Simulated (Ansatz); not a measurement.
Ga2O3 (C2/m, No. 12) was calculated with PBE0 (PAW; Ansatz, a program for electronic structure).

Numerical settings: plane-wave cutoff 460 eV, 8×8×4 k mesh (along the axes of the cell as run), Fermi–Dirac smearing 0.01 eV, scalar-relativistic PAW data made under PBE.

Cell (relaxed with PBEsol):

```cif
data_Ga4O6
_chemical_formula_sum 'Ga4 O6'
_space_group_name_H-M_alt 'P 1'
_space_group_IT_number 1
_cell_length_a 6.32521
_cell_length_b 6.32521
_cell_length_c 5.81033
_cell_angle_alpha 103.296
_cell_angle_beta 103.296
_cell_angle_gamma 27.877
loop_
_space_group_symop_operation_xyz
  'x, y, z'
loop_
_atom_site_label
_atom_site_type_symbol
_atom_site_fract_x
_atom_site_fract_y
_atom_site_fract_z
_atom_site_occupancy
Ga1 Ga 0.34127 0.34127 0.68547 1
Ga2 Ga 0.65873 0.65873 0.31453 1
Ga3 Ga 0.90949 0.90949 0.20462 1
Ga4 Ga 0.09051 0.09051 0.79538 1
O1 O 0.50378 0.50378 0.74408 1
O2 O 0.49622 0.49622 0.25592 1
O3 O 0.82678 0.82678 0.43723 1
O4 O 0.17322 0.17322 0.56277 1
O5 O 0.16528 0.16528 0.10952 1
O6 O 0.83472 0.83472 0.89048 1
```

Question: Estimate the band gap and smallest direct gap on the k points sampled that the calculation returns.

Answer: 
- band gap = 4.84 eV
- smallest direct gap on the k points sampled = 4.85 eV

Measured, for comparison: band gap 4.85 ± 0.1 eV (room temperature, not corrected to a static lattice, ARPES, indirect, as cited; as tabulated in Mengle et al. (2016), arXiv:1902.02681).

Note: cell and atoms aren't relaxed at this level (largest force component 0.16 eV/Å, pressure -1.2 GPa).

Spin–orbit coupling is not included.

Static lattice: no zero-point or thermal effects.

The result took about 15 core-minutes (a rough figure).
